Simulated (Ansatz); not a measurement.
Relaxation of C$_{2}$H$_{8}$N$_{2}$ (12 atoms, charge 0, multiplicity 1), to a largest force component of 0.02 eV/Å in at most 50 steps.

Computed with Ansatz, RKS PBE/def2-SVP.

```xyz
12
Properties=species:S:1:pos:R:3
C -1.110 0.997 -0.222
N -0.864 -0.072 0.737
N 0.477 -0.463 0.923
C 1.224 -0.840 -0.269
H -0.875 0.742 -1.264
H -2.164 1.261 -0.158
H -0.516 1.865 0.070
H -1.391 -0.903 0.477
H 0.951 0.296 1.408
H 1.392 -0.022 -0.983
H 0.685 -1.641 -0.775
H 2.191 -1.221 0.055
```

Question: Where does it end, and by what steps?

Answer: The forces met the threshold. After 4 steps the energy has fallen by 0.089 eV; H8 moved furthest, 0.18 Å.

```json
{"step": "0", "energy less start (eV)": "0.0000", "largest force component (eV/Å)": "0.678", "accepted": "yes"}
{"step": "1", "energy less start (eV)": "-0.0738", "largest force component (eV/Å)": "0.274", "accepted": "yes"}
{"step": "2", "energy less start (eV)": "-0.0857", "largest force component (eV/Å)": "0.125", "accepted": "yes"}
{"step": "3", "energy less start (eV)": "-0.0877", "largest force component (eV/Å)": "0.076", "accepted": "yes"}
{"step": "4", "energy less start (eV)": "-0.0886", "largest force component (eV/Å)": "0.019", "accepted": "yes"}
```

```xyz
12
Properties=species:S:1:pos:R:3
C -1.103 0.983 -0.243
N -0.857 -0.036 0.770
N 0.463 -0.508 0.924
C 1.225 -0.815 -0.280
H -0.853 0.706 -1.299
H -2.179 1.251 -0.215
H -0.530 1.904 0.002
H -1.473 -0.846 0.632
H 0.973 0.154 1.521
H 1.386 0.030 -0.996
H 0.725 -1.634 -0.842
H 2.224 -1.190 0.024
```

Time of the run: 11 s on 2 threads of Intel(R) Xeon(R) Platinum 8259CL CPU @ 2.50GHz (Skylake/Cascade Lake), with other jobs on the host, peak memory 0.2 GiB.
